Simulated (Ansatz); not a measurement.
Crystal: Bi$_{2}$O, antifluorite type, 3 atoms in the cell.

These are results of PBE, plane waves, PAW datasets (generated soft set 1) (Ansatz 0.2.0 development build), not measurements.

Cutoff 420 eV; k-mesh 29×29×29 Γ-centred; Fermi–Dirac smearing of 0.0612 eV; no spin polarisation; no spin–orbit coupling.

| V (Å³/atom) | a (Å) | E − E(min) (meV/atom) | P (GPa) |
| --- | --- | --- | --- |
| 21.703 | 6.3861 | 18.90 | 4.72 |
| 22.165 | 6.4311 | 7.91 | 2.94 |
| 22.627 | 6.4754 | 1.78 | 1.34 |
| 23.089 | 6.5192 | 0.00 | -0.08 |
| 23.551 | 6.5624 | 2.09 | -1.35 |
| 24.012 | 6.6050 | 7.65 | -2.48 |
| 24.474 | 6.6471 | 16.29 | -3.50 |

Q: Fit a third-order Birch–Murnaghan equation of state to the energies.

A: V₀ = 23.062 Å³/atom (a₀ = 6.517 Å), B₀ = 67.5 GPa, B₀′ = 4.66.

The published all-electron PBE values for this crystal (mean of FLEUR and WIEN2k, k-spacing 0.06 Å⁻¹; Bosoni et al., Nat. Rev. Phys. 6, 45 (2024)) are V₀ = 23.081 Å³/atom, B₀ = 67.5 GPa, B₀′ = 4.67.

The stress includes the program's correction for the finite plane-wave basis.

This cubic structure is a model: it isn't the usual form of the substance at ambient conditions, and such phases are metastable or hypothetical. Spin–orbit coupling is left out, which matters for 6p elements such as Tl, Pb and Bi.
